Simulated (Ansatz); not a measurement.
Basis-set extrapolation for `CC1=CCCO1` (PBE0-D4/def2-TZVP geometry, frozen core, Ansatz). Multiplicity 1, RHF reference.

```tsv
	def2-TZVPP	def2-QZVPP
HF	-268.939970	-268.952193
MP2 correlation	-1.060280	-1.131235
CCSD(T) correlation	-1.149231	not run
```

Energies in hartree. Use E(X) = E(∞) + A·exp(−7.88·√X) for Hartree–Fock and E(X) = E(∞) + B·X^(−2.97) for correlation, with X = 3 and 4, and add CCSD(T) minus MP2 of the smaller set to the MP2 limit.

Task: What is the CCSD(T) energy at the basis-set limit?

Result: HF limit: -268.952193 + (-0.012223) × 0.13774 = -268.95388. MP2 limit: -1.131235 + (-0.070955) × 0.74074 = -1.18379. Higher-order term: -1.149231 − (-1.060280) = -0.08895. Total: -270.22662 hartree, 86.2 kcal/mol below CCSD(T)/def2-TZVPP.
